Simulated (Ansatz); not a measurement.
# C2H3NO: one species, many methods

Aim: compute C2H3NO with functionals from several rungs and with coupled cluster. The yardstick is the atomisation energy at the CCSD(T) limit.

Computed with Ansatz 0.2.0, Gaussian basis. Level: functionals in def2-TZVPP, the program's frozen cores in correlated methods.

The runs, in order: LDA (SPW92), PBE-D4, revPBE-D4, BLYP-D4, r2SCAN-D4, B97M-V, PBE0-D4, B3LYP-D4, r2SCANh-D4, r2SCAN0-D4, HSE06-D4, BHLYP-D4, CAM-B3LYP-D4, LC-ωPBE, ωB97X-V, ωB97M-V, B2PLYP, PBE-QIDH; CCSD(T)/def2-SVP; CCSD(T)/def2-TZVPP; MP2/def2-QZVPP; extrapolation to the limit; RPA on PBE.

## (1) The relaxed structure

An earlier PBE0-D4 in a triple-zeta def2 set relaxation fixed the geometry.

SMILES `N=CC=O`, 7 atoms, charge 0, spin multiplicity 1.

Atoms are counted from 1 here; the program's logs count them from 0.

Bond lengths: N1–C2 1.261 Å, N1–H5 1.027 Å, C2–C3 1.506 Å, C2–H6 1.092 Å, C3–O4 1.200 Å, C3–H7 1.108 Å. Angles: C2–N1–H5 108.8°, N1–C2–C3 122.8°, N1–C2–H6 119.8°, C3–C2–H6 117.3°, C2–C3–O4 122.0°, C2–C3–H7 116.5°, O4–C3–H7 121.5°.

## (2) LDA

This LDA is Slater exchange with PW92 correlation.

Input file in.yaml:

```yaml
crystal:
  periodic: [false, false, false]
  atoms:
    - {symbol: N, position_ang: [-0.987945, 1.082066, -0.389480]}
    - {symbol: C, position_ang: [-0.144881, 0.543962, 0.378292]}
    - {symbol: C, position_ang: [0.556192, -0.747016, 0.045339]}
    - {symbol: O, position_ang: [0.348235, -1.338572, -0.977750]}
    - {symbol: H, position_ang: [-1.090597, 0.499638, -1.229119]}
    - {symbol: H, position_ang: [0.102394, 1.017877, 1.330914]}
    - {symbol: H, position_ang: [1.277801, -1.125955, 0.796102]}
basis:
  gaussian: {orbitals: def2-TZVPP}
hamiltonian: {xc: lda}
output: {orbitals: {seedname: orbitals}}
```

Started as:

```bash
$ ansatz run in.yaml --threads 2 --pin off --events-out ev --progress --plain --max-ram 4352MiB
```

After this run come: PBE-D4 (GGA); revPBE-D4 (GGA); BLYP-D4 (GGA); r2SCAN-D4 (meta-GGA); B97M-V (meta-GGA); PBE0-D4 (hybrid); B3LYP-D4 (hybrid); r2SCANh-D4 (hybrid); r2SCAN0-D4 (hybrid); HSE06-D4 (hybrid); BHLYP-D4 (hybrid); CAM-B3LYP-D4 (range-separated); LC-ωPBE (range-separated); ωB97X-V (range-separated); ωB97M-V (range-separated); B2PLYP (double hybrid); PBE-QIDH (double hybrid); CCSD(T) in def2-SVP; CCSD(T) in def2-TZVPP; MP2 in def2-QZVPP; RPA on PBE orbitals.

Before running them: what should the planned runs give, taken together? Wanted: atomisation energy, CCSD(T)/CBS; farthest beyond LDA; mean size of error, GGA; mean size of error, meta-GGA; mean size of error, hybrid; mean size of error, range-separated; mean size of error, double hybrid; gap, smallest and largest; T1 diagnostic.

**Answer**, as computed:

| quantity | value |
| --- | --- |
| atomisation energy, CCSD(T)/CBS | 30.256 eV |
| functionals within 0.151 eV (0.5 %) | r2SCAN-D4, B97M-V, LC-ωPBE, ωB97X-V, B2PLYP |
| farthest beyond LDA | PBE-D4 (+1.478 eV) |
| mean size of error, GGA | 0.876 eV |
| mean size of error, meta-GGA | 0.081 eV |
| mean size of error, hybrid | 0.555 eV |
| mean size of error, range-separated | 0.157 eV |
| mean size of error, double hybrid | 0.203 eV |
| gap, smallest and largest | 2.41 eV (LDA (SPW92)), 10.43 eV (LC-ωPBE) |
| T1 diagnostic | 0.0149 |
| triples share of the correlation energy | 4.4 % |

**Reading.** LDA overbinds by 5.483 eV (18 %). PBE-D4 is off by +1.478 eV. Double hybrids carry the basis error of their MP2 part in triple zeta, and no dispersion term here, so their miss is partly the set-up's. By mean error the best rung here is meta-GGA (0.081 eV) and the worst beyond LDA is GGA (0.876 eV). The reference freezes the cores and leaves out relativity and excitations past (T), so misses under about 0.151 eV can't be ranked. Hartree-Fock recovers 66 % of the binding; the rest is correlation. CCSD(T) in def2-SVP is off by -1.528 eV, more than most functionals: a good method in a small basis is no reference. Orbital gaps span 2.4 to 10.4 eV; exact exchange widens them. The restricted reference is unstable towards a spin-broken one.
